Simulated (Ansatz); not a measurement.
Eight cases of bond dissociation energy with Al to Br (electronic energies, kJ/mol), geometries: B3LYP-D3(BJ)/def2-TZVP. Functionals by Ansatz (a program for electronic structure) in def2-TZVPD; columns hold the difference against the high level (Ansatz, AFQMC by cisd_afqmc): A = CCSD(T)/CBS(cc-pV(T+d)Z,cc-pV(Q+d)Z) + [CCSDT(Q) - CCSD(T)]/cc-pV(D+d)Z + core + X2C. The cases were drawn at random from those of this class that have a high level and all functionals, leaving out states under which another spin lies or may lie. Left out are anions, K, Ca, elements past Kr, ionisation of Li, Na and Mg, pi-pi* triplets of linear molecules and other triplets made from a closed-shell parent. Runs that doubt their state, and full CI more than 15 mEh from coupled cluster, are set aside; a case stays where another high level and all functionals remain. AFQMC serves as high level only in triple zeta or larger, with a steady walk, a bar under 0.8 kcal/mol and agreement with other high levels or trials where they ran; where none ran, an unstable determinant or (outside 3d species) a high T1 diagnostic also bars it, so strongly correlated cases are thinned. No case was kept or dropped by the size of a functional's miss. Each difference is the functional minus the high level; affinities count positive where energy is released, gaps as the second state minus the first. UHF or UKS for unpaired electrons; spin-orbit terms are left out. CBS(X,Y): correlation extrapolated as X^-3, Hartree-Fock from the larger set. A bracket is a step between two methods taken in the basis named. The functionals are non-relativistic, so their misses hold any scalar relativity. Double hybrids freeze cores in their MP2 part. '+ core + X2C': CCSD(T) terms for core correlation (cc-pwCVTZ, 1s frozen past Ne) and scalar relativity (cc-pVTZ-DK). Where a partner has so few electrons that a lower coupled-cluster level is exact, that level stands in. The UHF reference of H4OPSi ([O][SiH2]P, doublet) is spin-contaminated (<S^2> up to 0.03 over the pure value in the sets run). The UHF reference of C2H5Si (C=C[SiH2], doublet) is spin-contaminated (<S^2> up to 0.16 over the pure value in the sets run).

| case | level | value |
|---|---|---|
| H4BPO (SMILES OBP) → H3BPO (SMILES OB[PH], doublet) + H (doublet) | A | 368.3 |
| H5SiPO (hydroxysilylphosphane, SMILES O[SiH2]P) → H3SiO (SMILES O[SiH2], doublet) + PH2 (SMILES [PH2], doublet) | A | 324.1 |
| Si2H5Cl (chloro(silyl)silane, SMILES Cl[SiH2][SiH3]) → Si2H4Cl (SMILES [SiH](Cl)[SiH3], doublet) + H (doublet) | A | 391.0 |
| CH6SSi (methylsulfanylsilane, SMILES CS[SiH3]) → SiH3S (SMILES [S][SiH3], doublet) + CH3 (SMILES [CH3], doublet) | A | 328.6 |
| H4BPO (SMILES OBP) → H2BO (SMILES [BH]O, doublet) + PH2 (SMILES [PH2], doublet) | A | 371.0 |
| H5SiPO (hydroxysilylphosphane, SMILES O[SiH2]P) → H4SiPO (SMILES [O][SiH2]P, doublet) + H (doublet) | A | 500.7 |
| C2H6Si (SMILES C([SiH3])=C) → C2H5Si (SMILES C=C[SiH2], doublet) + H (doublet) | A | 398.9 |
| H5Si2OF (SMILES [SiH3]O[SiH2]F) → SiH3 (SMILES [SiH3], doublet) + H2SiOF (SMILES [O][SiH2]F, doublet) | A | 565.5 |

Predict the difference of PBE, B2PLYP, wB97M-V for each case and sum up.


| case | PBE | B2PLYP | wB97M-V |
|---|---|---|---|
| H4BPO (SMILES OBP) → H3BPO (SMILES OB[PH], doublet) + H (doublet) | -14.9 | -11.3 | -1.5 |
| H5SiPO (hydroxysilylphosphane, SMILES O[SiH2]P) → H3SiO (SMILES O[SiH2], doublet) + PH2 (SMILES [PH2], doublet) | -20.1 | -22.8 | 0.0 |
| Si2H5Cl (chloro(silyl)silane, SMILES Cl[SiH2][SiH3]) → Si2H4Cl (SMILES [SiH](Cl)[SiH3], doublet) + H (doublet) | -29.7 | -11.9 | -1.7 |
| CH6SSi (methylsulfanylsilane, SMILES CS[SiH3]) → SiH3S (SMILES [S][SiH3], doublet) + CH3 (SMILES [CH3], doublet) | -6.2 | -19.3 | 0.4 |
| H4BPO (SMILES OBP) → H2BO (SMILES [BH]O, doublet) + PH2 (SMILES [PH2], doublet) | -11.3 | -17.8 | 3.3 |
| H5SiPO (hydroxysilylphosphane, SMILES O[SiH2]P) → H4SiPO (SMILES [O][SiH2]P, doublet) + H (doublet) | -53.1 | -19.7 | -6.6 |
| C2H6Si (SMILES C([SiH3])=C) → C2H5Si (SMILES C=C[SiH2], doublet) + H (doublet) | -30.5 | -10.3 | 0.3 |
| H5Si2OF (SMILES [SiH3]O[SiH2]F) → SiH3 (SMILES [SiH3], doublet) + H2SiOF (SMILES [O][SiH2]F, doublet) | -57.7 | -20.5 | -11.6 |
PBE: mean -27.9, mean absolute 27.9, median absolute 24.9, largest -57.7; B2PLYP: mean -16.7, mean absolute 16.7, median absolute 18.6, largest -22.8; wB97M-V: mean -2.2, mean absolute 3.2, median absolute 1.6, largest -11.6 kJ/mol. PBE lies above in 0 and below in 8 of the eight.
